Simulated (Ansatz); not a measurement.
```yaml
crystal:
  periodic: [false, false, false]
  atoms:
    - {symbol: B, position_ang: [0.000000, 0.000000, -1.278132]}
    - {symbol: N, position_ang: [0.000000, 0.000000, 0.027859]}
    - {symbol: C, position_ang: [0.000000, 0.000000, 1.250273]}
basis:
  gaussian: {orbitals: def2-TZVP}
magnetization: {spin_polarized: true, initial_magnetization: 2}
hamiltonian: {xc: pbe0}
relax: {f_tol: 0.004, max_steps: 80}
```

```sh
$ ansatz run in.yaml --threads 1 --pin off --events-out ev --progress --plain --max-ram 2176MiB
```

Steps of the relaxation (energy above the last step; positions in Å, forces in eV/Å):

```
3
step 1, 31.8 meV
B     0.000    0.000   -1.278    0.000    0.000   -1.365
N     0.000    0.000    0.028    0.000    0.000    2.275
C     0.000    0.000    1.250    0.000    0.000   -0.910
```

```
3
step 2, 8.1 meV
B     0.000    0.000   -1.286    0.000    0.000   -0.652
N     0.000    0.000    0.037    0.000    0.000    1.153
C     0.000    0.000    1.250    0.000    0.000   -0.501
```

```
3
step 3, 0.1 meV
B     0.000    0.000   -1.293    0.000    0.000   -0.079
N     0.000    0.000    0.046    0.000    0.000   -0.045
C     0.000    0.000    1.248    0.000    0.000    0.124
```

```
3
step 5, 0.0 meV
B     0.000    0.000   -1.295    0.000    0.000    0.000
N     0.000    0.000    0.046    0.000    0.000    0.000
C     0.000    0.000    1.249    0.000    0.000    0.000
```

Close pairs at the end: N2–C3 1.203 Å, B1–N2 1.341 Å.

A stationary point of unrestricted PBE0 after 5 steps, with ⟨S²⟩ = 2.020 against 2.00 for a pure state; no frequencies were run, so it isn't proven a minimum. 20 s on 1 thread of Arm Neoverse N1, shared host.
